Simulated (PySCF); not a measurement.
Method: PySCF 2.14.0, delta-SCF UKS SCAN, pcX-2 on the ionised atom, pcseg-1 elsewhere, spin-free X2C. Geometries: PBE0-D3(BJ)/def2-SVP; isolated species, one conformer each. Values against the vacuum level.

Question: Order these sites by rising C 1s binding energy.
A. C7 in `[CH3:1][S:2]/[C:3]([CH3:4])=[CH:5]/[C:6]([CH3:7])=[O:8]`
B. C3 in `[CH2:1]=[CH:2][C:3]#[C:4][C:5]#[N:6]`
C. C2 in `[OH:1][CH2:2][C:3]([F:4])([F:5])[F:6]`
D. C5 in `[N:1]#[C:2][c:3]1[cH:4][cH:5][c:6]([F:7])[cH:8][cH:9]1`
E. C1 in `[CH2:1]=[CH:2][CH2:3][AsH2:4]`

Answer: E (290.05 eV), A (290.54 eV), D (291.24 eV), B (291.70 eV), C (293.55 eV).

From the lowest up, the atoms are bonded to: C (double bond) and 2 H (290.05); C and 3 H (290.54); 2 C (aromatic in the SMILES) and H (291.24); C (triple bond) and C (291.70); O, C and 2 H (293.55).

1 of these hole states is spin-contaminated (⟨S²⟩ 0.99, against 0.75; counted from 0.85) and less certain.
